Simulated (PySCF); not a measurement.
# Silicon: a sound run and one with changed settings

Sound run: Si [Ne] 3s2 3p2, Si⁺ [Ne] 3s2 3p1. Computed with PySCF 2.14 in cc-pV(D+d)Z, with no relativity, point nucleus. In the sound run the correlated levels freeze [Ne]. The sound run starts from symmetry-adapted Hartree-Fock orbitals and uses a fine grid where one is needed.

Changed run: initial guess sap, at most 50 SCF cycles.

| species | method | sound run (hartree) | changed run (hartree) | converged |
| --- | --- | --- | --- | --- |
| Si | UHF | -288.85023 | -288.85023 | yes |
| Si | PBE | -289.21917 | -289.21917 | yes |
| Si | CCSD(T) | -288.91643 | -288.91643 | yes |
| Si⁺ | r2SCAN | -289.03265 | -289.03265 | yes |
| Si⁺ | MP2 | -288.60462 | -288.60462 | yes |

Here the plain start reaches the same solutions.
